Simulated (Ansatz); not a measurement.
Input for Ansatz (development build ahead of 0.2.0):

```yaml
crystal:
  periodic: [false, false, false]
  atoms:
    - { symbol: Si, position_ang: [0.0, 0.0, -0.50962] }
    - { symbol: O, position_ang: [0.0, 0.0, 0.89184] }
basis:
  gaussian: { orbitals: cc-pVTZ }
hamiltonian:
  xc: hf
```

The input is written out in the form of the current development build from the run's settings.

Output:

```json
{
  "Converged": "yes",
  "Total energy": "-363.82887 hartree",
  "Spin squared of the determinant": "0.000"
}
```
